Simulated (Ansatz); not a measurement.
# PBE0/STO-3G run of BSiH5 (SMILES B[SiH3])

Aim: the energy change on altering one bond length of BSiH5 at PBE0/STO-3G, from 2 runs. 

Program for the calculation: Ansatz 0.2.0.

47 further runs of the same task are left out: 47 set aside as unsound or not needed.

## (1) Starting point

BSiH5: 7 atoms, total charge 0, spin state singlet. SMILES: `B[SiH3]`. The shape is that of a PBE0-D4/def2-TZVP optimisation.

Bond lengths: B1–Si2 2.010 Å, B1–H3 1.196 Å, B1–H4 1.195 Å, Si2–H5 1.492 Å, Si2–H6 1.492 Å, Si2–H7 1.487 Å. Angles: B1–Si2–H5 108.8°, B1–Si2–H6 108.8°, B1–Si2–H7 115.1°, Si2–B1–H3 118.9°, Si2–B1–H4 123.6°, H5–Si2–H6 107.3°, H5–Si2–H7 108.3°, H6–Si2–H7 108.3°, H3–B1–H4 117.5°.

## (2) A single-point energy at PBE0/STO-3G

Contents of in.yaml:

```yaml
crystal:
  periodic: [false, false, false]
  atoms:
    - {symbol: B, position_ang: [-0.043200, -1.189000, 0.204300]}
    - {symbol: Si, position_ang: [0.089100, 0.785300, -0.148500]}
    - {symbol: H, position_ang: [-1.126000, -1.690600, 0.290100]}
    - {symbol: H, position_ang: [0.906400, -1.902500, 0.335400]}
    - {symbol: H, position_ang: [-0.616000, 1.093400, -1.427200]}
    - {symbol: H, position_ang: [-0.623600, 1.516700, 0.939600]}
    - {symbol: H, position_ang: [1.474500, 1.318800, -0.239500]}
basis:
  gaussian:
    orbitals: STO-3G
hamiltonian:
  xc: pbe0
accuracy: high
```

Run with:

```
$ ansatz run in.yaml --threads 1 --pin off --max-ram 2610MiB --events-out events.jsonl --progress --plain --runs-dir runs
```

Standard output:

```text
Warning: RAYON_NUM_THREADS=1 ignored (pool sized by the plan → 1); use --threads N
Functional definition: PBE0
  name "PBE0"
  parameter a = 0.25
  parameter kappa = 0.804
  parameter beta = 0.06672455060314922
  exchange = (1 - a)*pbe_x(kappa = kappa, mu = beta*pi^2/3) + a*exact_x
  correlation = pbe_c(beta = beta)
334 factors; integrals over basis functions are off by at most 1.3e-8 eV
mean field evaluation 1: about -8529.3484 eV, gradient 1.2e1 eV
mean field evaluation 2: about -8529.7205 eV, gradient 6.9e0 eV
mean field evaluation 4: about -8529.8973 eV, gradient 2.5e-1 eV
mean field evaluation 8: about -8529.8251 eV, gradient 1.3e-3 eV
mean field -8529.82513719 eV, -313.4652920688 hartree, gradient 4.5e-8 eV, S^2 0.000000; 0 other end points of the search recorded, 0 dependent functions left out
reference -8529.82513869 eV, -313.4652921238 hartree; 12, 12 occupied and 7, 7 virtual orbitals, 334 factors
Total energy: -8529.82513869 eV, -313.4652921238 hartree
```

It took 1 s on 1 thread of Arm Neoverse V2, shared host; peak memory 0.098 GiB.

## (3) The distorted shape

Contents of run.yaml:

```yaml
crystal:
  periodic: [false, false, false]
  atoms:
    - {symbol: B, position_ang: [-0.280567, -1.010650, 0.171530]}
    - {symbol: Si, position_ang: [-0.148267, 0.963650, -0.181270]}
    - {symbol: H, position_ang: [-1.363367, -1.512250, 0.257330]}
    - {symbol: H, position_ang: [0.906400, -1.902500, 0.335400]}
    - {symbol: H, position_ang: [-0.853367, 1.271750, -1.459970]}
    - {symbol: H, position_ang: [-0.860967, 1.695050, 0.906830]}
    - {symbol: H, position_ang: [1.237133, 1.497150, -0.272270]}
basis:
  gaussian:
    orbitals: STO-3G
magnetization:
  spin_polarized: false
  initial_magnetization: 0
hamiltonian:
  xc: pbe0
accuracy: high
```

Run with:

```
$ ansatz run run.yaml --threads 1 --pin off --max-ram 2610MiB --events-out events.jsonl --progress --plain --runs-dir runs
```

Standard output:

```text
Warning: RAYON_NUM_THREADS=1 ignored (pool sized by the plan → 1); use --threads N
Functional definition: PBE0
  name "PBE0"
  parameter a = 0.25
  parameter kappa = 0.804
  parameter beta = 0.06672455060314922
  exchange = (1 - a)*pbe_x(kappa = kappa, mu = beta*pi^2/3) + a*exact_x
  correlation = pbe_c(beta = beta)
334 factors; integrals over basis functions are off by at most 9.9e-9 eV
mean field evaluation 1: about -8528.1676 eV, gradient 1.3e1 eV
mean field evaluation 2: about -8528.5674 eV, gradient 8.7e0 eV
mean field evaluation 4: about -8528.8601 eV, gradient 2.7e-1 eV
mean field evaluation 8: about -8528.7717 eV, gradient 9.8e-4 eV
mean field -8528.77170295 eV, -313.4265790745 hartree, gradient 1.8e-8 eV, S^2 0.000000; 0 other end points of the search recorded, 0 dependent functions left out
reference -8528.77170448 eV, -313.4265791305 hartree; 12, 12 occupied and 7, 7 virtual orbitals, 334 factors
Total energy: -8528.77170448 eV, -313.4265791305 hartree
```

It took 1.1 s on 1 thread of Arm Neoverse V2, shared host; peak memory 0.098 GiB.

## (4) Summary of results

Level: PBE0/STO-3G.

```
                                                         quantity          value
                                        first shape: total energy  -313.46529 Eh
                                    distorted shape: total energy  -313.42658 Eh
energy change with the B1–H4 bond stretched from 1.195 to 1.494 Å       1.053 eV
```

What this shows: With the B1–H4 bond stretched from 1.195 to 1.494 Å the energy rises by 1.05 eV (24 kcal/mol). The first shape isn't relaxed at this level, so the change isn't measured from a minimum. The minimal basis adds a large error of its own.
